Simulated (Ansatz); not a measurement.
# O2 (singlet): the correlation ladder at distance O1–O2 = 3.183 Å, 6-31G

How much of the correlation energy of O2 (singlet) does each wave-function method recover here?

Computed with Ansatz 0.2.0, Gaussian basis. Level: 6-31G, core rule «outside noble gas», up to 2 orbitals frozen.

To be run: UHF; CCSD(T) on RHF; CCSD(T) on UHF; BCCD(T) on RHF; CISD; CCSDT(Q) on RHF; CCSDT(Q) on UHF; CISDTQ; CASSCF and MRCISD+Q, 2 electrons in 2 orbitals; CASSCF and NEVPT2, 2 electrons in 2 orbitals; CASSCF and MRCISD+Q, 12 electrons in 8 orbitals; CASSCF and NEVPT2, 12 electrons in 8 orbitals; Full CI.

43 further runs of the same task are left out: 10 for a known fault of the program, 26 that didn't finish, 7 set aside as unsound or not needed.

## Step 1: The system

The geometry derives from a PBE0/def2-TZVP stationary point (not a proven minimum). One bond is set to the value named and the two fragments are kept rigid.

2 atoms, charge 0, spin multiplicity 1.

Atoms are counted from 1 here; the program's logs count them from 0.

No contacts short enough for the rule that draws bonds.

As a file:

```mol
O2
  3D, bonds by distance, orders not assigned

  2  0  0  0  0  0  0  0  0  0999 V2000
    0.0000    0.0000    0.0000 O   0  0
    0.0000    0.0000    3.1830 O   0  0
M  END
```

## Step 2: UHF

File in.yaml:

```yaml
crystal:
  periodic: [false, false, false]
  atoms:
    - {symbol: O, position_ang: [0.000000, 0.000000, 0.000000]}
    - {symbol: O, position_ang: [0.000000, 0.000000, 3.183000]}
basis:
  gaussian: {orbitals: 6-31G}
magnetization: {spin_polarized: true, initial_magnetization: 0}
hamiltonian: {xc: hf}
output: {orbitals: {seedname: orbitals}}
```

On the command line:

```
ansatz run in.yaml --threads 1 --pin off --events-out ev --progress --plain --max-ram 2393MiB
```

After this run come: CCSD(T) on RHF; CCSD(T) on UHF; BCCD(T) on RHF; CISD; CCSDT(Q) on RHF; CCSDT(Q) on UHF; CISDTQ; CASSCF and MRCISD+Q, 2 electrons in 2 orbitals; CASSCF and NEVPT2, 2 electrons in 2 orbitals; CASSCF and MRCISD+Q, 12 electrons in 8 orbitals; CASSCF and NEVPT2, 12 electrons in 8 orbitals; Full CI.

**Question.** What will the summary of the whole plan be? Wanted: FCI from the RHF energy; RMP2 from FCI; UMP2 from FCI; RCCSD from FCI; RCCSD(T) from FCI; UCCSD(T) from FCI; UCCSDT(Q) from FCI; T1 diagnostic; effectively unpaired electrons.

As calculated:

| quantity | value |
| --- | --- |
| FCI from the RHF energy | -9.9267 eV |
| RMP2 from FCI | +607.3 kJ/mol |
| UMP2 from FCI | +45.3 kJ/mol |
| RCCSD from FCI | +474.4 kJ/mol |
| RCCSD(T) from FCI | +447.4 kJ/mol |
| UCCSD(T) from FCI | +0.8 kJ/mol |
| UCCSDT(Q) from FCI | -0.2 kJ/mol |
| levels within 1 kcal/mol (43 meV) | UCCSD, UCCSD(T), UCCSDT, UCCSDT(Q) |
| T1 diagnostic | 0.003 |
| effectively unpaired electrons | 4.32 |

In words: RCCSD(T) lands +447.4 kJ/mol from the yardstick (46.7 % of the correlation energy). CCSD(T) misses by +447.4 kJ/mol on the restricted determinant and by +0.8 kJ/mol on the unrestricted one; the two need not hold the same state or core. The occupations show strong static correlation (4.3 unpaired electrons where one determinant has 0). These misses are within one basis, not against nature.

The restricted and unrestricted ladders end 4.63 eV apart at CCSD(T), so they describe two states, and rows of one don't measure the error of the other.

Huber and Herzberg's tables give the ground state of this molecule as 3Σg-; the runs here treat another spin state.
